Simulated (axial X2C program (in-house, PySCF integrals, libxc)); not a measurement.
Which molecule has these constants?

Computed with an in-house all-electron X2C program for linear molecules (integrals from PySCF), spin-free (one-electron X2C) or two-component (2c: spin–orbit coupling with atomic mean-field Coulomb and Gaunt terms, which also bring small scalar terms), in Dyall basis sets with cores contracted in-house; open shells are unrestricted.

A two-component PBE0 calculation in a Dyall 3-zeta basis gave Re = 3.128 Å, ωe = 148.6 cm⁻¹, De = 0.50 eV, Ω = 2.

**Question.** Which molecule is it?
A. NaS⁺
B. NaP⁺
C. NaAl⁺
D. NaSi⁺
E. NaMg⁺

**Answer.** D. The others have NaAl⁺ 3.363 Å and 134.6 cm⁻¹ (Ω = 1/2); NaMg⁺ 3.197 Å and 154.9 cm⁻¹ (Ω = 0); NaS⁺ 2.843 Å and 180.8 cm⁻¹ (Ω = 1); NaP⁺ 3.032 Å and 132.0 cm⁻¹ (Ω = 3/2).

Each entry is the lowest single determinant of a limited PBE0 search at one distance. De goes to single-determinant-based atoms at the same level (for ions the charge split of lowest energy) and is withheld (n/a) where an atom does not fit its ground term or J level. Main or longest-lived isotopes. One determinant is a doubtful description, or other states lie close, for NaSi⁺, NaS⁺, NaP⁺; these need not be ground states, and all values refer to the states named. Some open-shell Ω = 0 determinants are out of reach, so the Ω given for NaSi⁺, NaS⁺ need not be the lowest component. With several unpaired electrons the Ω given is that of one determinant, not necessarily of the lowest component. Some light 2c atoms are not at their ground J level, so De misses part of their lowering (0.04 eV or less). The functionals have no current term, which raises determinants with orbital currents. Where the atoms have a lower orbital projection than the molecule, De at mean-field level may be about a tenth of an eV too small.
